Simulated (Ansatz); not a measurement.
# CHP2+ (triplet): wave-function methods side by side, cc-pVDZ

One table from this session's results is given with a row withheld; the runs are named, their logs left out.

Method: cc-pVDZ, core rule «outside noble gas», up to 11 orbitals frozen; program: Ansatz 0.2.0, Gaussian basis.

Plan: UHF; CCSD(T) on ROHF; CCSD(T) on UHF; BCCD(T) on ROHF; CISD; CCSDT(Q) on ROHF; CCSDT(Q) on UHF; CASSCF and NEVPT2, 10 electrons in 11 orbitals.

24 further runs of the same task are left out: 2 for a known fault of the program, 12 that didn't finish, 10 set aside as unsound or not needed.

## The system

The geometry is a PBE0/def2-TZVP stationary point (not a proven minimum) of the parent state, kept for this charge and spin.

4 atoms, charge 1, spin multiplicity 3.

Atoms are counted from 1 here; the program's logs count them from 0.

Bond lengths: C1–P2 1.643 Å, C1–H4 1.081 Å, P2–P3 2.118 Å. Angles: P2–C1–H4 141.3°, C1–P2–P3 103.9°.

Set-up of the first run:

File in.yaml:

```yaml
crystal:
  periodic: [false, false, false]
  atoms:
    - {symbol: C, position_ang: [0.000000, -0.762388, 1.596329]}
    - {symbol: P, position_ang: [0.000000, 0.565097, 0.628045]}
    - {symbol: P, position_ang: [0.000000, -0.235451, -1.332953]}
    - {symbol: H, position_ang: [0.000000, -1.045256, 2.639669]}
basis:
  gaussian: {orbitals: cc-pVDZ}
total_charge: 1
magnetization: {spin_polarized: true, initial_magnetization: 2}
hamiltonian: {xc: hf}
output: {orbitals: {seedname: orbitals}}
```

Launch:

```bash
ansatz run in.yaml --threads 1 --pin off --events-out ev --progress --plain --max-ram 2393MiB
```

Steps of the session up to this table: UHF; CCSD(T) on ROHF; CCSD(T) on UHF; BCCD(T) on ROHF; CISD; CCSDT(Q) on ROHF; CCSDT(Q) on UHF; CASSCF and NEVPT2, 10 electrons in 11 orbitals.

One table of the session follows, with a row left open; its other results are not shown here.

```
        method  from RCCSDT(Q) (meV)
          ROHF              +10548.2
           UHF               +9382.3
          RMP2               +1831.6
          UMP2               +2606.8
          CISD               +2073.0
         RCCSD                +731.5
         UCCSD                +770.8
      RCCSD(T)                     ?
      UCCSD(T)                +269.9
       BCCD(T)                +119.3
        RCCSDT                 +71.7
        UCCSDT                 +87.8
     RCCSDT(Q)                     0
     UCCSDT(Q)                  -3.0
CASSCF valence               +6593.4
NEVPT2 valence               +1455.6
```

Q: Estimate the row for RCCSD(T) from the others.

**Answer.** from RCCSDT(Q) (meV): +104.6. In the column «from RCCSDT(Q) (meV)» it lies between UCCSDT (+87.8) and BCCD(T) (+119.3).

Caveats from the session: The determinant is far from a pure spin state, so its energy mixes those of several spin states (harmless only where they are near-degenerate, as at dissociation). Warnings: spin contamination; large T1 diagnostic. Restricted and unrestricted rows rest on different reference determinants; where their highest levels disagree by more than a few hundredths of an eV, they describe different states and don't form one ladder.
